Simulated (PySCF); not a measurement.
**How the method changes the constants of LiSi⁺**

State: ³Π (triplet), unpaired electrons σ ↑, π ↑. Set-up: Li def2-TZVP, Si def2-TZVP; no relativity (PySCF 2.14). De refers to Li⁺ + Si in their high-spin ground configurations, without counterpoise correction. The functionals are run spin-unrestricted. A positive dipole points towards Si; it is taken about the centre of mass and depends on that origin.

```json
{"Level": "UHF", "Re (Å)": "2.784", "ωe (cm⁻¹)": "267", "De (eV)": "0.69", "μ (D)": "-7.68", "CPU s a point (SCF and correlation, without the integrals)": "0.17"}
{"Level": "UHF-MP2", "Re (Å)": "2.776", "ωe (cm⁻¹)": "266", "De (eV)": "0.67", "μ (D)": "n/a", "CPU s a point (SCF and correlation, without the integrals)": "0.26"}
{"Level": "UHF-SCS-MP2", "Re (Å)": "2.779", "ωe (cm⁻¹)": "266", "De (eV)": "0.67", "μ (D)": "n/a", "CPU s a point (SCF and correlation, without the integrals)": "n/a"}
{"Level": "UHF-CCSD", "Re (Å)": "2.774", "ωe (cm⁻¹)": "266", "De (eV)": "0.66", "μ (D)": "n/a", "CPU s a point (SCF and correlation, without the integrals)": "n/a"}
{"Level": "UHF-CCSD(T)", "Re (Å)": "2.774", "ωe (cm⁻¹)": "266", "De (eV)": "0.66", "μ (D)": "n/a", "CPU s a point (SCF and correlation, without the integrals)": "2.4"}
{"Level": "PBE", "Re (Å)": "2.759", "ωe (cm⁻¹)": "264", "De (eV)": "0.78", "μ (D)": "-7.28", "CPU s a point (SCF and correlation, without the integrals)": "0.6"}
{"Level": "TPSS", "Re (Å)": "2.753", "ωe (cm⁻¹)": "270", "De (eV)": "0.77", "μ (D)": "-7.36", "CPU s a point (SCF and correlation, without the integrals)": "0.96"}
{"Level": "r²SCAN", "Re (Å)": "2.779", "ωe (cm⁻¹)": "261", "De (eV)": "0.68", "μ (D)": "-7.56", "CPU s a point (SCF and correlation, without the integrals)": "0.84"}
{"Level": "PBE0", "Re (Å)": "2.744", "ωe (cm⁻¹)": "273", "De (eV)": "0.76", "μ (D)": "-7.34", "CPU s a point (SCF and correlation, without the integrals)": "1.1"}
{"Level": "M06-2X", "Re (Å)": "2.733", "ωe (cm⁻¹)": "269", "De (eV)": "0.73", "μ (D)": "-7.33", "CPU s a point (SCF and correlation, without the integrals)": "0.96"}
{"Level": "LC-ωPBE", "Re (Å)": "2.719", "ωe (cm⁻¹)": "285", "De (eV)": "0.74", "μ (D)": "-7.39", "CPU s a point (SCF and correlation, without the integrals)": "0.77"}
{"Level": "B2PLYP", "Re (Å)": "2.751", "ωe (cm⁻¹)": "270", "De (eV)": "0.74", "μ (D)": "-7.42", "CPU s a point (SCF and correlation, without the integrals)": "0.54"}
```

(1) Which functional lies closest to UHF-CCSD(T) in De, which farthest, and by how much do they differ from it?

(2) What does second-order correlation do here, going from UHF to UHF-MP2?

(3) What does the triples do here, going from UHF-CCSD to UHF-CCSD(T)?

Correlated steps freeze 5 core orbitals. For an ion De counts to the pair picked by the measured ionisation energies or electron affinities, which need not be the lowest pair at this level. B2PLYP dipoles, levels and charges come from its SCF part alone. The state was picked by a PBE0 search and need not be the measured ground state.

The whole job (state search and all levels along the bond) took about 2.1 min on 1 thread of Intel Xeon Platinum 8259CL @ 2.50GHz (shared host), peak memory 0.67 GiB.

Answers

(1) Closest is r²SCAN (+0.5 pm in Re, -1.9 % in ωe, +0.02 eV in De against UHF-CCSD(T) in the same basis), farthest PBE (-1.5 pm in Re, -0.8 % in ωe, +0.12 eV in De). CCSD(T) converges more slowly with the basis than the functionals do and binds too weakly in this one, so the order can change at the basis-set limit.

(2) UHF-MP2 less UHF: -0.8 pm in Re, -0.4 % in ωe, -0.02 eV in De. The bond shortens, as in weak, metallic or heavy-atom bonds, where dispersion and the correlation of outer-core electrons pull the atoms together.

(3) UHF-CCSD(T) less UHF-CCSD: +0.0 pm in Re, +0.0 % in ωe, +0.00 eV in De. The bond length hardly moves.
